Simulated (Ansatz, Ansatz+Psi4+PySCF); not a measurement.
```yaml
atoms:
  - { symbol: S, position_ang: [0.0000, 0.0000, 0.0930] }
  - { symbol: H, position_ang: [0.0000, 0.9597, -0.8125] }
  - { symbol: H, position_ang: [0.0000, -0.9597, -0.8125] }
```

Basis set: cc-pVTZ on H; cc-pV(T+d)Z on S (spherical functions). Frozen core: 5 orbitals. Charge 0, multiplicity 1.

Computed with Ansatz (development build ahead of 0.2.0); each method stands on the lowest determinant of its kind that the runs found. Restricted open shells among the atoms or ions are ROHF, correlated in semicanonical orbitals with singles.

(1) Give the atomization energy at this shape (free ground-state atoms in the same class of orbitals less the molecule, no zero-point energy) of singlet H2S by RHF-CCSD(T), RHF-MP2, RHF.

Answers

(1)

```json
{"method": "RHF-CCSD(T)", "atomization energy": "7.72 eV"}
{"method": "RHF-MP2", "atomization energy": "7.58 eV"}
{"method": "RHF", "atomization energy": "5.77 eV"}
```
